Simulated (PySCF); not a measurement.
Gas-phase reaction: Si(CH3)4 + 2 CH3SiH3 → 3 (CH3)2SiH2

Method: PySCF energies plus ideal-gas RRHO corrections (1 bar). † marks an energy on the PBE0/def2-TZVP geometry and frequencies; other levels use their own. MP2 freezes the core. 6-31G* has spherical d functions here. All species are closed-shell singlets. B3LYP is the form with VWN-RPA correlation. MP2 isn't extrapolated to the basis-set limit.

B3LYP/6-31G* gives ΔH°(298 K) = 1 kJ.

### Question
What do HF/def2-TZVP†, MP2/def2-SVP†, PBE/def2-SVP give?

### Answer
HF/def2-TZVP†: 0 kJ; MP2/def2-SVP†: 8 kJ; PBE/def2-SVP: 2 kJ. For scale, ΔH°(298 K) is 1 kJ at this level, 6 kJ at ωB97M-V/def2-TZVP†, and runs from -2 to 8 kJ over the 18 levels computed († marks an energy on the PBE0/def2-TZVP geometry).
